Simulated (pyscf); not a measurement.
**Four-centre exchange: H₂Se + Cl–Hf(Cl)(Cl)–Cl -> Cl–Hf(Cl)(Cl)–SeH + HCl**

Gas phase, singlet surface, charge 0. Bonds broken: Se1–H2, Cl4–Hf5. Bonds formed: Se1–Hf5, H2–Cl4. Structures and frequencies: ωB97X-D3(BJ)/def2-SVP in PySCF.

Transition state (Å):

```xyz
8

Se    -0.4466     1.7709     0.3153
H     -0.5041     0.6686    -1.1670
H      1.0037     1.6846     0.5405
Cl    -0.7391    -0.6871    -1.7176
Hf    -0.6423    -0.8329     0.9459
Cl     1.2464    -2.1746     0.7135
Cl    -2.7165    -1.8844     0.9223
Cl    -0.4493    -0.3487     3.2161
```

One imaginary mode, 399i cm⁻¹; descent along it reached the two sides named, in the forms told below.

```json
[
 {"bond": "Se1–H2", "change": "breaks", "reactant side (Å)": "1.467", "saddle": "1.848", "product side": "3.4"},
 {"bond": "Cl4–Hf5", "change": "breaks", "reactant side (Å)": "2.353", "saddle": "2.7", "product side": "2.9"},
 {"bond": "Se1–Hf5", "change": "forms", "reactant side (Å)": "2.9", "saddle": "2.7", "product side": "2.545"},
 {"bond": "H2–Cl4", "change": "forms", "reactant side (Å)": "3.5", "saddle": "1.482", "product side": "1.290"}
]
```

Electronic energies relative to the separated reactants (kcal/mol):

| level | barrier | reaction energy | reverse barrier |
|---|---|---|---|
| ωB97X-D3(BJ)/def2-TZVP | 9.7 | +12.5 | -2.9 |
| PBE/def2-TZVP | 13.3 | +15.1 | -1.8 |
| r²SCAN/def2-TZVP | 13.3 | +15.8 | -2.5 |
| B3LYP-D3(BJ)/def2-TZVP | 15.1 | +15.6 | -0.5 |
| PBE0-D3(BJ)/def2-TZVP | 12.0 | +14.5 | -2.5 |
| M06-2X/def2-TZVP | 15.2 | +14.5 | 0.8 |
| ωB97M-D3(BJ)/def2-TZVP | 18.2 | +16.2 | 2.0 |
| HF/def2-TZVP | 35.9 | +18.6 | 17.3 |

With ωB97M-D3(BJ)/def2-TZVP energies and thermal terms (ideal gas, 1 atm, RRHO with modes under 100 cm⁻¹ raised to 100, one conformer, R ln 2 for chiral ones without a mode under 150 cm⁻¹), in kcal/mol:

```csv
T (K),ΔH‡,ΔG‡,ΔH,ΔG
298,16.9,27.6,+16.3,+15.5
600,17.6,38.1,+16.9,+14.4
900,18.4,48.2,+17.3,+13.1
1200,19.3,58.0,+17.6,+11.6
```

On the reactant side the descent ends in an adduct with a Hf–Se contact, 15.8 kcal/mol under the separated species and 25.4 kcal/mol under the saddle at ωB97X-D3(BJ)/def2-TZVP. On the product side the descent ends in an adduct with a Cl–Hf contact, 8.4 kcal/mol under the separated species and 5.5 kcal/mol under the saddle at ωB97X-D3(BJ)/def2-TZVP. At ωB97X-D3(BJ)/def2-TZVP, PBE, r²SCAN, B3LYP-D3(BJ), PBE0-D3(BJ) the saddle lies under the separated products, which points to a path from their complex (located at ωB97X-D3(BJ) alone), and parting the products costs more than the saddle. What is counted as formed (Hf–Se) is already present as a longer contact in the reactant adduct; forming that adduct is a step of its own. What is counted as broken (Cl–Hf) persists as a longer contact in the product adduct; parting that adduct is a step of its own. This is the saddle that the search found; another between the same sides may lie lower. Elements up to Kr have no core potential and no relativistic terms here. Elements past Kr carry the def2 core potentials, without spin-orbit coupling.
